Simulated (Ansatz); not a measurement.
Total energies of B(H2S)H3 (BH5S) from Ansatz at PBE-D4/def2-TZVP, gas phase (1 Eh = 27.2114 eV = 2625.5 kJ/mol). The reference geometry is relaxed at B3LYP-D4/def2-TZVP.

```xyz
7

B    -0.5534    0.5443   -0.4269
S     0.6105   -1.0277    0.1168
H     1.7779   -0.4471    0.4530
H     0.2701   -1.2347    1.4030
H    -0.0546    0.8123   -1.4876
H    -0.4306    1.3585    0.4433
H    -1.6199   -0.0056   -0.5015
```

```tsv
state	geometry	energy (Eh)
charge 0 singlet	reference	-425.81541
charge 1 doublet	reference	-425.42459
free B atom (doublet)	–	-24.61008
free S atom (triplet)	–	-397.93833
free H atom (doublet)	–	-0.49962
```

Problem. Work out the vertical ionisation energy to the doublet.

Solution. E(charge 1 doublet) − E(charge 0 singlet) = -425.42459 − (-425.81541) = 0.39082 Eh = 10.63 eV. For comparison, −ε of the highest occupied level is 7.06 eV at this level, 3.57 eV less.

Problem. What is the binding energy per atom against free atoms?

Solution. Atoms: 1 × (-24.61008) + 1 × (-397.93833) + 5 × (-0.49962) = -425.04651 Eh. Binding: -425.04651 − (-425.81541) = 0.76890 Eh = 20.92 eV, or 2.99 eV for each of 7 atoms (no zero-point energy, no counterpoise term).

At PBE-D4/def2-TZVP the gap within one spin of the charge 1 doublet nearly closes, so an electron or hole may be smeared out by delocalisation error.
